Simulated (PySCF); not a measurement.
C3H4F2.
Cartesian coordinates in Å at the GFN2-xTB level; atoms count from 1:
```xyz
9
C3H4F2 angstrom
F     -0.4509    1.0518    1.5814
C     -0.3180    0.7408    0.2639
C     -0.5637   -0.6751   -0.1609
C      0.8313   -0.1286   -0.1278
F      1.4503    0.1367   -1.3093
H     -0.6196    1.5709   -0.3616
H     -0.8318   -1.3941    0.5963
H     -1.0270   -0.8309   -1.1218
H      1.5431   -0.4654    0.6145
```

The closed-shell ground state was solved at several levels (PySCF, density fitting, gas phase, non-relativistic).

```csv
level,basis functions,HOMO (eV),LUMO (eV),gap (eV),dipole (D)
PBE0/def2-SVPD,138,-8.38,0.80,9.18,1.24
PBE0/pcSseg-1,105,-8.22,1.25,9.47,1.13
```

(1) What might CAM-B3LYP/def2-SVPD (138 basis functions) give for the same quantities?

(2) Over all these levels, which gives the widest orbital gap and which the narrowest?

(3) How far do the dipole and the HOMO energy spread over the levels?

## Answers

(1) HOMO -9.86 eV, LUMO 1.57 eV, gap 11.43 eV, dipole 1.28 D.

(2) CAM-B3LYP/def2-SVPD (range-separated hybrid) has the widest, 11.43 eV, and PBE0/def2-SVPD (global hybrid, 25 % exact exchange) the narrowest, 9.18 eV. The two share the basis. From the narrowest to the widest the HOMO moves by -1.48 eV and the LUMO by +0.77 eV.

(3) The dipole runs from 1.13 to 1.28 D (mean 1.22 D) and the HOMO from -9.86 to -8.22 eV.
